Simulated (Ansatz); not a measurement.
Two shapes of singlet BH3.

Shape 1:

```xyz
4

B    -0.0327   -0.0105    0.0363
H     1.2172    0.0195   -0.0448
H    -0.5711    1.0270   -0.0339
H    -0.6064   -1.0033   -0.0276
```

Shape 2:

```xyz
4

B    -0.0003    0.0101    0.0684
H     1.2085    0.0500   -0.0062
H    -0.5929    1.0002   -0.0700
H    -0.6435   -0.9802   -0.0034
```

Basis set: aug-cc-pVDZ (spherical functions). Correlated methods keep 1 orbital frozen. Charge 0, multiplicity 1.

Computed with Ansatz (development build ahead of 0.2.0); each method stands on the lowest determinant of its kind that the runs found.

Which shape is lower in energy, and by how much in each method?

```tsv
method	E(2) − E(1) (eV)
RHF	-0.015
RHF-MP2	-0.016
```

Shape 2 is lower.
